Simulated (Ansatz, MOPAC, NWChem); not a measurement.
# ClF (chlorine monofluoride): methods side by side

ClF, singlet, SMILES `FCl`. Each level relaxes the structure for itself.

Each level gives the equilibrium bond length (Å). The values are calculated.

```tsv
level	kind	program	value (Å)	less CCSD(T)/def2-SVP
MNDOD	semi-empirical	MOPAC	1.600	-0.076
PM6	semi-empirical	MOPAC	1.639	-0.037
PM6-D3H4	semi-empirical	MOPAC	1.639	-0.037
PM6-DH2X	semi-empirical	MOPAC	1.639	-0.037
SCAN/6-311+G**	meta-GGA	NWChem	1.672	-0.004
B3LYP-D3(BJ)/def2-SVP	global hybrid	NWChem	1.662	-0.014
PBE0-D3(BJ)/def2-SVP	global hybrid	NWChem	1.643	-0.033
PW6B95/jorge-TZP-DKH (DKH2)	hybrid meta-GGA	NWChem	1.631	-0.045
PBE0-D4/def2-TZVP	global hybrid	Ansatz	1.620	-0.056
CCSD(T)/def2-SVP	coupled cluster or CI	Ansatz	1.676	0.000
```

Differences are taken from CCSD(T)/def2-SVP for orientation; it has basis-set and higher-order errors of its own. The values span 1.600 to 1.676 Å.
